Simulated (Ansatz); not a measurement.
A first try at a short molecular-dynamics run of CH₆SSi, SMILES C[SiH2]S, using Ansatz 0.2.0, Python API.

`ch6ssi.py`:
```python
"""Molecular dynamics of one CH6SSi molecule."""

import ansatz as az
import numpy as np


def main() -> None:
    geometry_ang = [
        ("C", (-0.672, 0.7557, -0.788)),
        ("Si", (0.4442, -0.3857, -0.01)),
        ("S", (-0.051, -0.5573, 2.0617)),
        ("H", (-1.6834, 0.4738, -0.7095)),
        ("H", (-0.5041, 0.9037, -1.8851)),
        ("H", (-0.6525, 1.8103, -0.3478)),
        ("H", (1.8767, 0.0892, -0.1256)),
        ("H", (0.3799, -1.7132, -0.6269)),
        ("H", (0.9507, -1.4228, 2.4141)),
    ]
    molecule = az.Crystal.molecule()
    for symbol, xyz in geometry_ang:
        molecule = molecule.atom(symbol, xyz)

    base = (
        molecule.calculation()
        .basis(gaussian="6-31G*")
        .functional("BLYP")
        .charge(-1)
    )
    symbols = [site.symbol for site in molecule.cartesian_sites]
    start = np.array([site.position_ang for site in molecule.cartesian_sites], dtype=float)
    data = base.relax(force_tolerance=0.02, max_steps=30).run(threads=1, pin="off").report
    end = np.array(data["positions_ang"])
    minimum = az.Crystal.molecule()
    for symbol, place in zip(symbols, end):
        minimum = minimum.atom(symbol, place.tolist())

    # dynamics from the relaxed geometry
    base = (
        minimum.calculation()
        .basis(gaussian="6-31G*")
        .functional("BLYP")
        .charge(-1)
        .md("nvt_nose_hoover", timestep=0.5, steps=30, temperature=300, initial_velocities="maxwell_boltzmann", seed=27, thermostat_time=10)
    )
    frames = []
    res = base.session().plan().execute(on_event=lambda e: frames.append(e["data"]) if e["event"] == "md_step" else None)
    print("t (fs)   E_pot (eV)      E_kin (eV)   T (K)   d(0-1) (A)")
    for f in frames[::1]:
        xyz = np.array(f["positions_ang"])
        print(f"{f['time_fs']:6.2f} {f['lagrangian_ev']:14.5f} {f['e_kin_ev']:10.5f} {f['temperature_k']:8.1f} {np.linalg.norm(xyz[0] - xyz[1]):9.4f}")
    kept = np.array([f["conserved_ev"] for f in frames])
    print(f"conserved energy moves by at most {1000 * np.ptp(kept):.3f} meV")


if __name__ == "__main__":
    main()
```

Output of `python ch6ssi.py`:
```text
t (fs)   E_pot (eV)      E_kin (eV)   T (K)   d(0-1) (A)
  0.00   -19845.44853    0.27145    300.0    1.9487
  0.50   -19845.44222    0.26522    293.1    1.9483
  1.00   -19845.42455    0.24787    273.9    1.9479
  1.50   -19845.40005    0.22393    247.5    1.9475
  2.00   -19845.37516    0.19975    220.8    1.9471
  2.50   -19845.35618    0.18156    200.7    1.9467
  3.00   -19845.34716    0.17338    191.6    1.9462
  3.50   -19845.34873    0.17588    194.4    1.9458
  4.00   -19845.35814    0.18648    206.1    1.9453
  4.50   -19845.37065    0.20061    221.7    1.9449
  5.00   -19845.38118    0.21329    235.7    1.9445
  5.50   -19845.38583    0.22065    243.9    1.9441
  6.00   -19845.38270    0.22070    243.9    1.9437
  6.50   -19845.37215    0.21373    236.2    1.9434
  7.00   -19845.35666    0.20207    223.3    1.9431
  7.50   -19845.34011    0.18955    209.5    1.9427
  8.00   -19845.32681    0.18040    199.4    1.9424
  8.50   -19845.32009    0.17803    196.8    1.9420
  9.00   -19845.32124    0.18389    203.2    1.9416
  9.50   -19845.32897    0.19693    217.6    1.9411
 10.00   -19845.33974    0.21388    236.4    1.9407
 10.50   -19845.34888    0.23025    254.5    1.9403
 11.00   -19845.35206    0.24169    267.1    1.9399
 11.50   -19845.34659    0.24533    271.1    1.9395
 12.00   -19845.33249    0.24087    266.2    1.9392
 12.50   -19845.31278    0.23100    255.3    1.9389
 13.00   -19845.29287    0.22090    244.1    1.9387
 13.50   -19845.27890    0.21661    239.4    1.9385
 14.00   -19845.27538    0.22284    246.3    1.9384
 14.50   -19845.28335    0.24100    266.4    1.9383
 15.00   -19845.30002    0.26874    297.0    1.9383
conserved energy moves by at most 1.786 meV
```

The script ran to its end, but the result can't be trusted. Why?

The fault: the net charge is wrong for this system. The cap on steps that the faulty run carried goes too. The change:

```diff
--- before
+++ after
@@ -26,3 +26,2 @@
         .functional("BLYP")
-        .charge(-1)
     )
@@ -30,3 +29,3 @@
     start = np.array([site.position_ang for site in molecule.cartesian_sites], dtype=float)
-    data = base.relax(force_tolerance=0.02, max_steps=30).run(threads=1, pin="off").report
+    data = base.relax(force_tolerance=0.02).run(threads=1, pin="off").report
     end = np.array(data["positions_ang"])
@@ -41,3 +40,2 @@
         .functional("BLYP")
-        .charge(-1)
         .md("nvt_nose_hoover", timestep=0.5, steps=30, temperature=300, initial_velocities="maxwell_boltzmann", seed=27, thermostat_time=10)
```

With that change:

```console
$ python ch6ssi.py
t (fs)   E_pot (eV)      E_kin (eV)   T (K)   d(0-1) (A)
  0.00   -19846.44506    0.27145    300.0    1.8942
  0.50   -19846.43933    0.26578    293.7    1.8942
  1.00   -19846.42353    0.25030    276.6    1.8941
  1.50   -19846.40207    0.22937    253.5    1.8940
  2.00   -19846.38133    0.20931    231.3    1.8938
  2.50   -19846.36732    0.19600    216.6    1.8936
  3.00   -19846.36326    0.19264    212.9    1.8934
  3.50   -19846.36834    0.19850    219.4    1.8930
  4.00   -19846.37835    0.20955    231.6    1.8927
  4.50   -19846.38770    0.22035    243.5    1.8924
  5.00   -19846.39158    0.22615    249.9    1.8920
  5.50   -19846.38737    0.22431    247.9    1.8917
  6.00   -19846.37503    0.21466    237.2    1.8915
  6.50   -19846.35665    0.19920    220.2    1.8913
  7.00   -19846.33571    0.18134    200.4    1.8912
  7.50   -19846.31621    0.16502    182.4    1.8912
  8.00   -19846.30176    0.15385    170.0    1.8912
  8.50   -19846.29473    0.15030    166.1    1.8913
  9.00   -19846.29570    0.15511    171.4    1.8914
  9.50   -19846.30318    0.16707    184.6    1.8916
 10.00   -19846.31388    0.18315    202.4    1.8918
 10.50   -19846.32347    0.19920    220.2    1.8921
 11.00   -19846.32770    0.21102    233.2    1.8925
 11.50   -19846.32382    0.21575    238.4    1.8929
 12.00   -19846.31190    0.21315    235.6    1.8933
 12.50   -19846.29541    0.20637    228.1    1.8937
 13.00   -19846.28046    0.20124    222.4    1.8941
 13.50   -19846.27338    0.20405    225.5    1.8945
 14.00   -19846.27761    0.21847    241.5    1.8949
 14.50   -19846.29177    0.24358    269.2    1.8952
 15.00   -19846.31022    0.27409    302.9    1.8955
conserved energy moves by at most 1.634 meV
```

Caveats:
- Total energies depend on the basis set; only differences at equal settings carry meaning.
- The trajectory is only some femtoseconds long, so its temperature is not equilibrated; where the script doesn't relax first, it starts from a rough generated geometry.
- The temperature counts the internal degrees of freedom alone.
- Hardware and time: 61 s on 1 thread of Intel(R) Xeon(R) Platinum 8488C (Sapphire Rapids), with other jobs on the host, peak memory 0.21 GiB.

(Lines on the test bed's own set-up are left out of the output.)
